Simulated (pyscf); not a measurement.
Single points on ωB97X-D3(BJ)/def2-SVP structures (PySCF, gas phase).

For the elementary gas-phase step H₃Ge–SnH₃ + hydrogen fluoride (HF) -> F–GeH₂–SnH₃ + hydrogen (H₂) (singlet surface; Ge–H, F–H broken, F–Ge, H–H formed), what barrier and reaction energy does ωB97M-D3(BJ)/def2-TZVP give, measured from the separated reactants?…

ΔE‡ = 1.62 eV, ΔE = -0.33 eV. Zero-point energy shifts the barrier by -0.02 eV. It is a four-centre exchange, with an imaginary mode of 1169i cm⁻¹. At the saddle there is also a short Ge–H contact that neither side keeps. The same reactants have a lower exit, to F–SnH₂–GeH₃ + H₂ (barrier +1.14 eV at ωB97M-D3(BJ)/def2-TZVP, against +1.62 eV here). This is the saddle that the search found; another between the same sides may lie lower. Elements up to Kr have no core potential and no relativistic terms here. Elements past Kr carry the def2 core potentials, without spin-orbit coupling.
